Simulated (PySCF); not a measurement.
## SO₃: fields on a plane

These are results of B3LYP in PySCF with S def2-TZVP, O def2-TZVP; no relativity; density-fitted integrals, not measurements.

The singlet minimum has S–O 1.427 Å (×3); O–S–O 120.0° (×3).

The plane holds S1 at (0.00, 0.00), O2 at (1.43, 0.00), O3 at (-0.71, 1.24), O4 at (-0.71, -1.24) Å. Columns run from x = -2.85 to 3.75 Å, rows from y = 3.45 (top) to -3.15 Å, in steps of 0.3 Å. Other isomers or separated fragments may lie lower.

Q: Give the electrostatic potential (V) (cut at 20 V). Every second row and column.

A: 
```
-0.2 -0.2 -0.3 -0.3 -0.3 -0.2 -0.1 -0.1 -0.1 -0.1 -0.1 -0.1
-0.2 -0.3 -0.4 -0.5 -0.5 -0.4 -0.2 -0.1 -0.1 -0.1 -0.1 -0.1
-0.3 -0.4 -0.4  0.5  0.4 -0.3 -0.1 -0.1 -0.1 -0.2 -0.1 -0.1
-0.3 -0.5  0.6 20.0 20.0  2.4  0.8  0.1 -0.3 -0.3 -0.2 -0.2
-0.2 -0.4  1.4 20.0 20.0 12.0  4.9  1.5 -0.1 -0.5 -0.4 -0.2
-0.1 -0.1  1.1 10.1 20.0 20.0 20.0 20.0  9.3 -0.2 -0.4 -0.3
-0.1  0.1  1.4 10.5 20.0 20.0 20.0 20.0 20.0  0.1 -0.4 -0.3
-0.2 -0.2  1.1 20.0 20.0 20.0 10.9  7.4  1.8 -0.4 -0.4 -0.3
-0.3 -0.5  1.4 20.0 20.0  6.0  2.1  0.4 -0.4 -0.4 -0.3 -0.2
-0.3 -0.5 -0.1  5.1  5.8  0.4  0.1  0.0 -0.2 -0.2 -0.2 -0.1
-0.2 -0.4 -0.5 -0.4 -0.5 -0.4 -0.2 -0.1 -0.1 -0.1 -0.1 -0.1
-0.2 -0.2 -0.3 -0.4 -0.4 -0.3 -0.2 -0.1 -0.1 -0.1 -0.1 -0.1
```

Q: Give the electron density (e/Å³) (cut at 5 e/Å³). Lower edges of the bins (e/Å³): '0' 0.000, '1' 0.030, '2' 0.076, '3' 0.151, '4' 0.268, '5' 0.455, '6' 0.750, '7' 1.218, '8' 1.960, '9' 3.136; top 5.00.

A: 
```
00000000000000000000000
00000000000000000000000
00000000000000000000000
00000011110000000000000
00001123321000000000000
00002356642100000000000
00013689964210000000000
00014799985311111000000
00014799986433332100000
00013589986555654210000
00012467888678986410000
00001346899889998520000
00001346899889998520000
00012467888678986410000
00013589986555654210000
00014799986433332100000
00014799985311111000000
00013689964210000000000
00002356642100000000000
00001123321000000000000
00000011110000000000000
00000000000000000000000
00000000000000000000000
```
